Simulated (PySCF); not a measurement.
Species: C4H9P.
Bonds: C1–C2 (double), C2–P3, P3–C4, P3–C5. Hydrogens: H6, H7 on C1; H8 on C2; H9, H10, H11 on C4; H12, H13, H14 on C5.

Method: PySCF, PBE0-D3(BJ)/def2-SVP geometry optimisation, gas phase; density fitting, grid level 1; the optimiser is geomeTRIC in internal coordinates, started from a GFN2-xTB structure with every atom displaced at random (about 0.01 Å).

Step 1: E = -13568.5122 eV
```
atom  x, y, z in Å  |  force x, y, z in eV/Å
C1      2.1294   -0.5261   -0.0758    0.599  -0.358  -0.120
C2      1.0106   -0.9211    0.5324   -0.293  -0.201   0.033
P3     -0.4260    0.1014    0.9894   -0.016   0.051   0.048
C4     -0.2452    1.5310   -0.1635    0.288  -0.039  -0.099
C5     -1.7432   -0.8417    0.0926    0.117  -0.238  -0.087
H6      2.9591   -1.2368   -0.2645   -0.351   0.301   0.097
H7      2.2983    0.5013   -0.4047   -0.038   0.086  -0.028
H8      0.9176   -1.9769    0.8408    0.045   0.183  -0.007
H9      0.5723    2.1966    0.1678   -0.090  -0.130  -0.061
H10    -1.1693    2.1221   -0.1458   -0.110   0.028  -0.003
H11    -0.0467    1.1855   -1.1962   -0.019   0.141   0.132
H12    -1.4748   -1.0365   -0.9625   -0.059   0.041   0.136
H13    -1.9092   -1.8069    0.6016    0.000   0.085  -0.061
H14    -2.6844   -0.2778    0.1300   -0.072   0.049   0.021
```

Step 2: E = -13568.5224 eV
```
atom  x, y, z in Å  |  force x, y, z in eV/Å
C1      2.1320   -0.5299   -0.0786    0.102  -0.020  -0.013
C2      1.0063   -0.9248    0.5251   -0.026  -0.024  -0.009
P3     -0.4288    0.0978    0.9814    0.016   0.014  -0.038
C4     -0.2354    1.5320   -0.1656    0.001  -0.017  -0.003
C5     -1.7495   -0.8500    0.0911    0.005  -0.016  -0.017
H6      2.9673   -1.2211   -0.2443   -0.086   0.024   0.023
H7      2.2841    0.4968   -0.4259   -0.022   0.003   0.006
H8      0.9248   -1.9693    0.8562    0.022   0.010   0.022
H9      0.5828    2.1849    0.1739   -0.002  -0.022   0.008
H10    -1.1611    2.1269   -0.1433    0.005  -0.006  -0.002
H11    -0.0355    1.2092   -1.2004   -0.005   0.027   0.003
H12    -1.4939   -1.0382   -0.9639   -0.014   0.019   0.010
H13    -1.9119   -1.8150    0.5953    0.007   0.010   0.000
H14    -2.6930   -0.2855    0.1406   -0.004  -0.002   0.011
```

**Question.** Estimate the geometry and energy of step 3. (The exact step hangs on the optimiser's Hessian estimate; all steps are aligned on step 2, rigid shifts and turns removed.)

**Answer.** E = -13568.5236 eV, largest force 0.070 eV/Å
```
atom  x, y, z in Å  |  force x, y, z in eV/Å
C1      2.1335   -0.5291   -0.0793   -0.026  -0.014   0.010
C2      1.0084   -0.9272    0.5239   -0.023   0.066   0.006
P3     -0.4279    0.0953    0.9741   -0.014  -0.006  -0.024
C4     -0.2343    1.5324   -0.1678   -0.020  -0.015   0.016
C5     -1.7521   -0.8513    0.0876   -0.011   0.027   0.010
H6      2.9629   -1.2245   -0.2302    0.058  -0.011  -0.020
H7      2.2807    0.4943   -0.4390   -0.011  -0.021   0.007
H8      0.9381   -1.9661    0.8724    0.006  -0.015   0.009
H9      0.5850    2.1790    0.1780    0.015   0.013   0.011
H10    -1.1595    2.1283   -0.1402    0.013  -0.003   0.003
H11    -0.0356    1.2221   -1.2055    0.002  -0.007  -0.022
H12    -1.5071   -1.0300   -0.9705    0.000   0.005  -0.019
H13    -1.9066   -1.8191    0.5874    0.006  -0.012   0.004
H14    -2.6971   -0.2901    0.1507    0.006  -0.008   0.008
```

The energy changes by -0.0012 eV. The first-order estimate −F·Δx gives -0.0027 eV and the mean of the old and new forces, exact on a quadratic surface, -0.0012 eV. The step makes an angle of 68° with the force vector and moves no atom by more than 0.021 Å.

What follows is the cost of the whole optimisation. Time: 41 s of wall time; peak memory 0.50 GiB. Hardware: one thread, Arm Neoverse V1 (aarch64), no GPU, on a shared host.
